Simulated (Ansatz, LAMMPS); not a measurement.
High-frequency dielectric constant of anatase TiO₂ (metastable phase): levels of theory against measurement

Reference value: 5.62 (measured, temperature not stated, not corrected to a static lattice, mean; as tabulated in Gerosa et al. (2015), arXiv:1508.02174).

Task: Put these levels in order of the high-frequency dielectric constant that they give for anatase TiO₂ (metastable phase), smallest first: PBE (Ansatz, a program for electronic structure), ionic model cherry1995 (shell model, LAMMPS), ionic model grimes2000 (shell model, LAMMPS), r²SCAN (Ansatz).

Result: ionic model cherry1995 (2.28), ionic model grimes2000 (3.46), r²SCAN (6.01), PBE (6.66)

Unless a cell is named, each level is at its own relaxed cell (ionic model cherry1995 12.77, ionic model grimes2000 11.22, PBE 11.67, r²SCAN 11.40 Å³/atom).

Differences against the reference: ionic model cherry1995 -59 %, ionic model grimes2000 -38 %, PBE +18.5 %, r²SCAN +6.9 %.

The reference has no zero-point or thermal correction, while the calculations are for a static lattice, so the differences are not the levels' errors alone. For crystals that are not cubic the mean over three axes is given.  A ± on a computed value is a rough bar: the spread of its extrapolation, a floor set from checks against published values, or a statistical error. Each level is taken at its own relaxed cell. Cutoffs differ between the levels. Ansatz's density-functional and Hartree–Fock values are scalar-relativistic unless marked +SOC, with PAW data made under PBE.

Empirical potentials (ionic model cherry1995, ionic model grimes2000) are fitted to chosen data, which need not cover the solid at hand: agreement can be built in, and what lay outside the fit can be far off.

Differences are worked out from the printed values.
